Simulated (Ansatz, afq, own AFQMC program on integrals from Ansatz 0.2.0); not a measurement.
## Atomization energy of CH3N, triplet

```xyz
5

N    -0.1361    0.0000    0.6653
C     0.1131    0.0000   -0.6766
H     0.7075    0.0000    1.2483
H    -0.0823    0.9269   -1.2151
H    -0.0823   -0.9269   -1.2151
```

Connectivity, by distances: NH–CH2.

Atoms in their ground-state spins without spin–orbit coupling (mostly on UHF) minus the molecule (UHF), without zero-point energy. The geometry is a stationary point, not shown to be a minimum.

Basis cc-pVDZ. Noble-gas cores (and the filled d shells of Ga–Kr and In–Xe) are frozen. Integrals, coupled cluster, full CI and functionals: Ansatz 0.2.0; the random walks run on the same integrals in our own AFQMC program. The CISD trial takes its coefficients from CCSD amplitudes. Released means that phaseless walkers are propagated on without the constraint, phases kept. Error bars are statistical, one sigma. The errors of all members are added in quadrature.

No full CI on the walks' own integrals is used here; CCSDT(Q) serves as the reference and is uncertain by about the last step of the cluster series. Each member takes its own surest rung, up to full CI.

The best estimate is CCSD(T) at the basis-set limit (CBS: def2-TZVPP and def2-QZVPP, with their diffuse functions for anions and beside diffuse sets, CCSD(T) itself extrapolated) plus the step from CCSD(T) to CCSDT(Q) in cc-pVDZ. Rows without CBS are in cc-pVDZ, the functionals in def2-TZVP; B2PLYP and the wave-function rows carry a basis error of their own. Core correlation and relativity beyond core potentials are missing, and ± holds the sampling alone.

Cautions: CH₃N (triplet): lower spins were not checked, the released energies move by 1.5 errors or more from one time to the next, so no released level is given (meV from the phaseless value at times in 1/Eh: -4 ± 4 at 0.24, -9 ± 3 at 0.51, -6 ± 3 at 0.99, -10 ± 3 at 1.62, 1 ± 3 at 2.40).

```tsv
level	atomization energy (kcal/mol)
B2PLYP	368.4
wB97M-V	372.9
HF	249.2
```

Problem. From these cheaper values, estimate the atomization energy at the level of the best estimate.

Solution. 369.5 kcal/mol (best estimate, highest rung CCSDT(Q)).

```json
{"level": "MP2", "atomization energy (kcal/mol)": "332.1", "error against the best estimate (kcal/mol)": "-37.4"}
{"level": "CCSD", "atomization energy (kcal/mol)": "329.6", "error against the best estimate (kcal/mol)": "-40.0"}
{"level": "CCSD(T)", "atomization energy (kcal/mol)": "333.0", "error against the best estimate (kcal/mol)": "-36.5"}
{"level": "CCSDT", "atomization energy (kcal/mol)": "333.3", "error against the best estimate (kcal/mol)": "-36.3"}
{"level": "CCSDT(Q)", "atomization energy (kcal/mol)": "333.5", "error against the best estimate (kcal/mol)": "-36.0"}
{"level": "ph-AFQMC/CISD", "atomization energy (kcal/mol)": "333.4 ± 0.1", "error against the best estimate (kcal/mol)": "-36.1 ± 0.1"}
{"level": "HF/CBS", "atomization energy (kcal/mol)": "258.0", "error against the best estimate (kcal/mol)": "-111.5"}
{"level": "MP2/CBS", "atomization energy (kcal/mol)": "368.4", "error against the best estimate (kcal/mol)": "-1.2"}
{"level": "CCSD(T)/CBS", "atomization energy (kcal/mol)": "369.1", "error against the best estimate (kcal/mol)": "-0.5"}
{"level": "PBE", "atomization energy (kcal/mol)": "387.5", "error against the best estimate (kcal/mol)": "18.0"}
{"level": "r2SCAN", "atomization energy (kcal/mol)": "377.6", "error against the best estimate (kcal/mol)": "8.0"}
{"level": "PBE0", "atomization energy (kcal/mol)": "377.0", "error against the best estimate (kcal/mol)": "7.4"}
{"level": "B3LYP", "atomization energy (kcal/mol)": "377.4", "error against the best estimate (kcal/mol)": "7.8"}
```

Correlation beyond CCSD(T) adds 0.5 kcal/mol. Going to the basis-set limit adds 36.0 kcal/mol at CCSD(T). The perturbative (T) step is worth +3.5 kcal/mol. The functionals spread over 19.1 kcal/mol; B2PLYP comes nearest and PBE is 18.0 kcal/mol too high.

Best estimates are given only where the step beyond CCSD(T) is under 0.3 eV and no member's determinant is very poor (T1 over 0.05, or 0.07 for open shells, ⟨S²⟩ too high by 0.3, two states mixed), so the hardest cases are missing from such tables.

The functionals ran in a triple-zeta set and keep a basis error of their own, a few kJ/mol for each bond in atomization energies and more for double hybrids, so close places among them and the extrapolated levels can swap.

CCSDT and higher add their correlation energy to the determinant of the CCSD(T) run, since their own runs factorise the integrals more tightly (a shift of under 2 meV). Each member of a difference takes its own highest rung, so a best estimate needn't equal the limit plus the step of one row. A walk keeps the symmetry of its determinant, which the program's search chose and which needn't be the lowest solution, so a lower state of the same spin and another symmetry isn't excluded.
